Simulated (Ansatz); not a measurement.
Born–Oppenheimer molecular dynamics of BH3O (5 atoms, charge 0, multiplicity 1). It starts from a relaxed structure.

Method: Ansatz 0.2.0, RKS B3LYP/def2-TZVP.

| Item | Value |
| --- | --- |
| ensemble | NVT, Langevin thermostat |
| time step | 0.5 fs |
| steps asked | 150 |
| set temperature | 2000 K |
| friction | 0.02 /fs |
| seed | 406852 |

First frame:

```xyz
5
Properties=species:S:1:pos:R:3
B -0.045 -0.065 -0.072
H 0.137 -0.139 1.109
O 0.940 -0.378 -0.943
H 1.763 -0.652 -0.524
H -1.084 0.281 -0.540
```

Q: How far do the bonds stretch over the last three quarters of this one trajectory? (Pairs bonded in most of those frames.)

A: 
| bond | mean (Å) | spread (Å) | shortest | longest |
| --- | --- | --- | --- | --- |
| B1–H2 | 1.227 | 0.081 | 1.09 | 1.36 |
| B1–O3 | 1.358 | 0.086 | 1.23 | 1.51 |
| B1–H5 | 1.276 | 0.165 | 0.98 | 1.52 |
| O3–H4 | 0.977 | 0.053 | 0.87 | 1.11 |

Pairs bonded in part of these frames only: B1–H5 77 %.

Mean temperature of the second half: 2435 K. The mean temperature of the second half is 22 % above the set value. A run of 0.075 ps of so small a system gives no equilibrium averages.

Time of the run: 3.2 min on 1 thread of Intel(R) Xeon(R) Platinum 8175M CPU @ 2.50GHz (Skylake/Cascade Lake), with other jobs on the host, peak memory 0.12 GiB.
